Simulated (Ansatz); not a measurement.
Geometry optimisation, Ansatz, RKS B3LYP/def2-SVP.

input.yaml

```yaml
crystal:
  periodic: [false, false, false]
  atoms:
    - { symbol: Mg, position_ang: [0.3817, -0.2103, 0.0677] }
    - { symbol: H, position_ang: [0.1295, -0.2261, -2.1844] }
    - { symbol: C, position_ang: [1.8115, -0.4073, 1.6139] }
    - { symbol: H, position_ang: [-0.7624, 0.086, -1.8813] }
    - { symbol: C, position_ang: [-1.797, 0.4597, -1.0259] }
    - { symbol: H, position_ang: [2.4437, -1.2773, 1.4449] }
    - { symbol: H, position_ang: [2.4581, 0.4692, 1.6293] }
    - { symbol: H, position_ang: [1.3668, -0.507, 2.6018] }
    - { symbol: H, position_ang: [-1.3404, 1.2723, -0.4385] }
    - { symbol: H, position_ang: [-2.7571, 0.784, -1.4164] }
    - { symbol: H, position_ang: [-1.9345, -0.4432, -0.411] }
basis:
  gaussian: { orbitals: def2-SVP }
hamiltonian:
  xc: b3lyp
relax:
  f_tol: 0.15
  max_steps: 25
  restrain:
    - { distance: [0, 4], at: 3.47, k: 30.0 }
    - { distance: [3, 1], at: 1.92, k: 30.0 }
    - { distance: [0, 1], at: 1.72, k: 30.0 }
    - { distance: [3, 4], at: 1.07, k: 30.0 }
```

Command:

```bash
$ ansatz run input.yaml --threads 2 --pin off --max-ram 3072MiB --backend cpu --events-out ev --progress --plain --runs-dir out
```

Where does it end, and by what steps?

The forces met the threshold. The restraints hold the end off the free minimum. After 8 steps the energy has fallen by 2.465 eV (the restraints' own energy left out); Mg1 moved furthest, 0.98 Å. Joined: Mg1–H2 (2.27 → 1.72 Å), H4–C5 (1.39 → 1.09 Å).

| step | energy less start (eV) | largest force component (eV/Å) | accepted |
| --- | --- | --- | --- |
| 0 | 0.0000 | 2.054 | yes |
| 1 | -0.7150 | 6.282 | yes |
| 2 | -1.3024 | 6.576 | yes |
| 3 | -1.7635 | 4.518 | yes |
| 4 | -2.0507 | 1.374 | yes |
| 5 | -2.3355 | 0.733 | yes |
| 6 | -2.4436 | 0.576 | yes |
| 7 | -2.4657 | 0.560 | yes |
| 8 | -2.4655 | 0.506 | yes |

```xyz
11
Properties=species:S:1:pos:R:3
Mg 1.222 -0.444 -0.373
H 0.618 -0.436 -1.979
C 1.984 -0.468 1.585
H -1.161 0.197 -1.567
C -2.039 0.551 -1.031
H 2.684 -1.309 1.739
H 2.539 0.457 1.822
H 1.189 -0.569 2.346
H -1.814 1.500 -0.519
H -2.866 0.718 -1.737
H -2.356 -0.196 -0.285
```

Run time: 8.2 s on 2 threads of Intel(R) Xeon(R) 6975P-C (Granite Rapids) (shared host), peak memory 0.17 GiB.
